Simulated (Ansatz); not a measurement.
# C3H5F3 (SMILES CC(F)C(F)F) at 3 levels

Wanted: a comparison of 3 runs (B3LYP/6-31G*, PBE0/6-31G*, CCSD(T)/6-31G*) of C3H5F3. 

The results are computed with Ansatz 0.2.0.

2 further runs of the same task are left out: 1 that didn't finish, 1 set aside as unsound or not needed.

## 1. Starting point

C3H5F3 has 11 atoms, charge 0, and is taken as a singlet. As SMILES, `CC(F)C(F)F`. The coordinates come from a PBE0-D4/def2-TZVP relaxation. This is one conformer, not always the lowest.

Bond lengths: C1–C2 1.505 Å, C2–F3 1.383 Å, C2–C4 1.516 Å, C4–F5 1.351 Å, C4–F6 1.357 Å, C1–H7 1.090 Å, C1–H8 1.092 Å, C1–H9 1.091 Å, C2–H10 1.095 Å, C4–H11 1.096 Å. Some angles: C1–C2–F3 109.7°, C1–C2–C4 112.9°, F3–C2–C4 106.6°, C2–C4–F5 110.2°, C2–C4–F6 109.2°, F5–C4–F6 107.6°, C1–C2–H10 111.8°, F3–C2–H10 107.7°, C4–C2–H10 108.0°, C2–C1–H7 109.6°.

## 2. Energy and forces at B3LYP/6-31G(d) (spherical functions) (run 1)

Input file in.yaml:

```yaml
crystal:
  periodic: [false, false, false]
  atoms:
    - {symbol: C, position_ang: [0.178400, -0.886500, 0.940600]}
    - {symbol: C, position_ang: [0.545100, 0.171400, -0.064600]}
    - {symbol: F, position_ang: [1.407700, -0.360300, -1.005800]}
    - {symbol: C, position_ang: [-0.653700, 0.700500, -0.826300]}
    - {symbol: F, position_ang: [-0.276800, 1.702500, -1.650000]}
    - {symbol: F, position_ang: [-1.553500, 1.208100, 0.053200]}
    - {symbol: H, position_ang: [1.081900, -1.265000, 1.419700]}
    - {symbol: H, position_ang: [-0.332200, -1.720900, 0.454500]}
    - {symbol: H, position_ang: [-0.476800, -0.471100, 1.707100]}
    - {symbol: H, position_ang: [1.049600, 1.022300, 0.406100]}
    - {symbol: H, position_ang: [-1.144400, -0.073800, -1.426300]}
basis:
  gaussian:
    orbitals: 6-31G_st_-spherical.json
hamiltonian:
  xc: {name: B3LYP}
accuracy: high
output:
  forces: true
  orbitals: {seedname: orbitals}
```

The basis set 6-31G* is read from a file made from the Basis Set Exchange's data (not shown).

The run is started by

```sh
$ ansatz run in.yaml --threads 1 --pin off --max-ram 2610MiB --events-out events.jsonl --progress --plain --runs-dir runs
```

What it wrote, cut to the lines that bear on the results:

```text
Warning: RAYON_NUM_THREADS=1 ignored (pool sized by the plan → 1); use --threads N
Functional definition: B3LYP
  name "B3LYP"
[...]
2292 factors; integrals over basis functions are off by at most 3.3e-9 eV
[...]
mean field -11342.74624562 eV, -416.8382361371 hartree, gradient 1.5e-8 eV, S^2 0.000000; 0 other end points of the search recorded, 0 dependent functions left out
[...]
reference -11342.74627561 eV, -416.8382372391 hartree; 25, 25 occupied and 69, 69 virtual orbitals, 2292 factors
Total energy: -11342.74627561 eV, -416.8382372391 hartree
Atom 0 at     0.178400    -0.886500     0.940600 Å, force    -0.020990    -0.102011     0.204137 eV/Å
Atom 1 at     0.545100     0.171400    -0.064600 Å, force    -0.001059     0.252817     0.045498 eV/Å
Atom 2 at     1.407700    -0.360300    -1.005800 Å, force     0.253662    -0.187821    -0.301363 eV/Å
Atom 3 at    -0.653700     0.700500    -0.826300 Å, force    -0.054627    -0.261663    -0.175986 eV/Å
Atom 4 at    -0.276800     1.702500    -1.650000 Å, force     0.221464     0.335156    -0.329666 eV/Å
Atom 5 at    -1.553500     1.208100     0.053200 Å, force    -0.351232     0.126612     0.406957 eV/Å
Atom 6 at     1.081900    -1.265000     1.419700 Å, force     0.081868    -0.074024     0.058738 eV/Å
Atom 7 at    -0.332200    -1.720900     0.454500 Å, force    -0.047017    -0.100234    -0.038867 eV/Å
Atom 8 at    -0.476800    -0.471100     1.707100 Å, force    -0.076919     0.018496     0.079903 eV/Å
Atom 9 at     1.049600     1.022300     0.406100 Å, force    -0.014226     0.068494     0.063619 eV/Å
Atom 10 at    -1.144400    -0.073800    -1.426300 Å, force     0.009076    -0.075824    -0.012970 eV/Å
Dipole moment:    -0.062001    -0.241273     0.267820 e Å
```

It took 22 s on 1 thread of AMD EPYC 7R43 (Zen 3), shared host; peak memory 0.37 GiB.

## 3. Energy and gradient at PBE0/6-31G(d) (spherical functions) (run 2)

Input file in.yaml:

```yaml
crystal:
  periodic: [false, false, false]
  atoms:
    - symbol: C
      position_ang: [0.178400, -0.886500, 0.940600]
    - symbol: C
      position_ang: [0.545100, 0.171400, -0.064600]
    - symbol: F
      position_ang: [1.407700, -0.360300, -1.005800]
    - symbol: C
      position_ang: [-0.653700, 0.700500, -0.826300]
    - symbol: F
      position_ang: [-0.276800, 1.702500, -1.650000]
    - symbol: F
      position_ang: [-1.553500, 1.208100, 0.053200]
    - symbol: H
      position_ang: [1.081900, -1.265000, 1.419700]
    - symbol: H
      position_ang: [-0.332200, -1.720900, 0.454500]
    - symbol: H
      position_ang: [-0.476800, -0.471100, 1.707100]
    - symbol: H
      position_ang: [1.049600, 1.022300, 0.406100]
    - symbol: H
      position_ang: [-1.144400, -0.073800, -1.426300]
basis:
  gaussian: {orbitals: 6-31G_st_-spherical.json}
magnetization: {spin_polarized: false, initial_magnetization: 0}
hamiltonian: {xc: pbe0}
accuracy: high
output: {forces: true, orbitals: {seedname: orbitals}}
```

The basis set 6-31G* is read from a file made from the Basis Set Exchange's data (not shown).

The run is started by

```sh
$ ansatz run in.yaml --threads 1 --pin off --max-ram 2610MiB --events-out events.jsonl --progress --plain --runs-dir runs
```

What it wrote, cut to the lines that bear on the results:

```text
Warning: RAYON_NUM_THREADS=1 ignored (pool sized by the plan → 1); use --threads N
Functional definition: PBE0
  name "PBE0"
[...]
2292 factors; integrals over basis functions are off by at most 3.3e-9 eV
[...]
mean field -11331.32728746 eV, -416.4185971647 hartree, gradient 9.4e-8 eV, S^2 0.000000; 0 other end points of the search recorded, 0 dependent functions left out
[...]
reference -11331.32728889 eV, -416.4185972170 hartree; 25, 25 occupied and 69, 69 virtual orbitals, 2292 factors
Total energy: -11331.32728889 eV, -416.4185972170 hartree
Atom 0 at     0.178400    -0.886500     0.940600 Å, force     0.002694     0.036103     0.049595 eV/Å
Atom 1 at     0.545100     0.171400    -0.064600 Å, force     0.051869     0.063186    -0.135419 eV/Å
Atom 2 at     1.407700    -0.360300    -1.005800 Å, force    -0.011994    -0.032251    -0.039943 eV/Å
Atom 3 at    -0.653700     0.700500    -0.826300 Å, force    -0.062744     0.031126    -0.074897 eV/Å
Atom 4 at    -0.276800     1.702500    -1.650000 Å, force     0.118046     0.043161    -0.072132 eV/Å
Atom 5 at    -1.553500     1.208100     0.053200 Å, force    -0.061955    -0.021849     0.151292 eV/Å
Atom 6 at     1.081900    -1.265000     1.419700 Å, force     0.074114    -0.058808     0.044724 eV/Å
Atom 7 at    -0.332200    -1.720900     0.454500 Å, force    -0.038467    -0.082771    -0.041236 eV/Å
Atom 8 at    -0.476800    -0.471100     1.707100 Å, force    -0.069776     0.024029     0.067269 eV/Å
Atom 9 at     1.049600     1.022300     0.406100 Å, force    -0.019354     0.057192     0.052914 eV/Å
Atom 10 at    -1.144400    -0.073800    -1.426300 Å, force     0.017565    -0.059117    -0.002169 eV/Å
Dipole moment:    -0.063280    -0.246014     0.273056 e Å
```

It took 25 s on 1 thread of AMD EPYC 7R43 (Zen 3), shared host; peak memory 0.37 GiB.

## 4. Energy and forces at CCSD(T)/6-31G(d) (spherical functions) (run 3)

Input file run.yaml:

```yaml
crystal:
  periodic: [false, false, false]
  atoms:
    - symbol: C
      position_ang: [0.178400, -0.886500, 0.940600]
    - symbol: C
      position_ang: [0.545100, 0.171400, -0.064600]
    - symbol: F
      position_ang: [1.407700, -0.360300, -1.005800]
    - symbol: C
      position_ang: [-0.653700, 0.700500, -0.826300]
    - symbol: F
      position_ang: [-0.276800, 1.702500, -1.650000]
    - symbol: F
      position_ang: [-1.553500, 1.208100, 0.053200]
    - symbol: H
      position_ang: [1.081900, -1.265000, 1.419700]
    - symbol: H
      position_ang: [-0.332200, -1.720900, 0.454500]
    - symbol: H
      position_ang: [-0.476800, -0.471100, 1.707100]
    - symbol: H
      position_ang: [1.049600, 1.022300, 0.406100]
    - symbol: H
      position_ang: [-1.144400, -0.073800, -1.426300]
basis:
  gaussian: {orbitals: 6-31G_st_-spherical.json}
output: {forces: true, orbitals: {seedname: orbitals}}
correlation: {method: ccsd_t, frozen_orbitals: {C: 1, F: 1, H: 0}}
accuracy: high
scf: {omitted_lower_state_checks: [cluster_reference, increment]}
```

The basis set 6-31G* is read from a file made from the Basis Set Exchange's data (not shown).

The run is started by

```sh
$ ansatz run run.yaml --threads 1 --pin off --max-ram 2610MiB --events-out events.jsonl --progress --plain --runs-dir runs
```

What it wrote, cut to the lines that bear on the results:

```text
Warning: RAYON_NUM_THREADS=1 ignored (pool sized by the plan → 1); use --threads N
Functional definition: HF
  name "HF"
[...]
2292 factors; integrals over basis functions are off by at most 3.3e-9 eV
[...]
mean field -11287.93795594 eV, -414.8240686416 hartree, gradient 1.7e-8 eV, S^2 0.000000; 0 other end points of the search recorded, 0 dependent functions left out
6 core orbitals not correlated: weight in the atoms' cores, before any rotation towards them, 1.000 or more for the frozen orbitals, at most 0.000 for the correlated occupied ones
reference -11287.93795594 eV, -414.8240686416 hartree; 19, 19 occupied and 69, 69 virtual orbitals, 2292 factors
second order -24.17671212 eV of doubles, -0.00000000 eV of singles
cycle   1  -24.45287174 eV  change   -2.8e-1 eV  update   1.1e-1
[...]
cycle  19  -25.16028437 eV  change  -7.0e-10 eV  update   2.2e-9
perturbative correction -0.58967380 eV, -0.0216701124 hartree
[...]
Atom 1 at     0.545100     0.171400    -0.064600 Å, force    -0.267662     0.395032     0.248954 eV/Å
Atom 2 at     1.407700    -0.360300    -1.005800 Å, force     0.366915    -0.284033    -0.501802 eV/Å
Atom 3 at    -0.653700     0.700500    -0.826300 Å, force     0.112051    -0.639387    -0.169860 eV/Å
Atom 4 at    -0.276800     1.702500    -1.650000 Å, force     0.324047     0.532794    -0.464312 eV/Å
Atom 5 at    -1.553500     1.208100     0.053200 Å, force    -0.467939     0.215476     0.588439 eV/Å
Atom 6 at     1.081900    -1.265000     1.419700 Å, force     0.166479    -0.086413     0.073672 eV/Å
Atom 7 at    -0.332200    -1.720900     0.454500 Å, force    -0.078516    -0.142336    -0.113308 eV/Å
Atom 8 at    -0.476800    -0.471100     1.707100 Å, force    -0.126453     0.076020     0.125774 eV/Å
Atom 9 at     1.049600     1.022300     0.406100 Å, force     0.023083     0.137560     0.080555 eV/Å
Atom 10 at    -1.144400    -0.073800    -1.426300 Å, force    -0.014622    -0.114941    -0.042151 eV/Å
Dipole moment:    -0.067463    -0.256173     0.279848 e Å
Checks for a lower state left out: cluster_reference, increment
```

It took 4.7 min on 1 thread of AMD EPYC 7R43 (Zen 3), shared host; peak memory 1.2 GiB.

## 5. All runs side by side

```
run                                 level  frozen core orbitals  energy (Eh)  dipole moment (D)  HOMO energy (eV)  LUMO energy (eV)  wall time
  1    B3LYP/6-31G* (spherical functions)                     –  -416.838237               1.76             -8.74              2.33       22 s
  2     PBE0/6-31G* (spherical functions)                     –  -416.418597               1.79             -9.02              2.58       25 s
  3  CCSD(T)/6-31G* (spherical functions)                     6  -415.770362               1.85            -13.47              6.47    4.7 min
```

## 6. Results

| quantity | value |
| --- | --- |
| run 3: total energy | -415.77036 Eh |
| run 3: dipole moment (correlated density) | 1.85 D |
| run 3: HOMO energy (Hartree–Fock orbitals) | -13.47 eV |
| run 3: LUMO energy (Hartree–Fock orbitals) | 6.47 eV |
| run 3: HOMO–LUMO gap (Hartree–Fock orbitals) | 19.94 eV |
| run 3: correlation energy (6 core orbitals frozen) | -946.3 mEh |
| run 3: (T) correction | -21.67 mEh |
| run 3: T1 diagnostic | 0.011 |
| run 3: largest force on an atom | 0.782 eV/Å |

**Reading.** The dipole moment (its size) runs from 1.76 D (B3LYP/6-31G*) to 1.85 D (CCSD(T)/6-31G*). Totals of different functionals can't be ranked against each other. All runs together took 5.4 min, the longest 4.7 min.
